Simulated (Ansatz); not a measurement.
Program: Ansatz. Geometries: PBE0-D4/def2-TZVP. ΔE: electronic, gas phase. CBS: MP2 limit from def2 TZ/QZ plus the TZ coupled-cluster correction, frozen cores. This one scheme is used for every species. Functionals use def2-TZVPP. Each species was taken in one conformer, which may not be the lowest.

`C=C(C)C(=O)O` + `[AlH2][SH]` → `C[S][AlH2]` + `C=CC(=O)O`  (substitution at a C–C bond)

Task: Is it downhill or uphill in electronic energy at CCSD(T)/CBS, and by how much? (Estimate.)

Result: Computed: Uphill: ΔE = +32.6 kJ/mol.

Task: What do these levels give: BLYP-D4, r2SCANh-D4, BHLYP-D4, revPBE, CCSD(T)/def2-TZVPP, MP2/def2-QZVPP? (Estimate.)

Result: The calculation gave: BLYP-D4 27.9, r2SCANh-D4 34.1, BHLYP-D4 31.6, revPBE 25.5, CCSD(T)/def2-TZVPP 35.6, MP2/def2-QZVPP 34.9 kJ/mol.

Largest T1 diagnostic among the species: 0.015.

Leaving LDA and LC-ωPBE aside and taking each functional with its dispersion term where it has one, the values, not all of them listed here, spread over 7.1 kJ/mol, from BLYP-D4 to B97M-V. LDA lies +10.9 kJ/mol from PBE without D4. At CCSD(T), def2-SVP lies +15.0 kJ/mol from the extrapolated value and def2-TZVPP +3.0 kJ/mol.
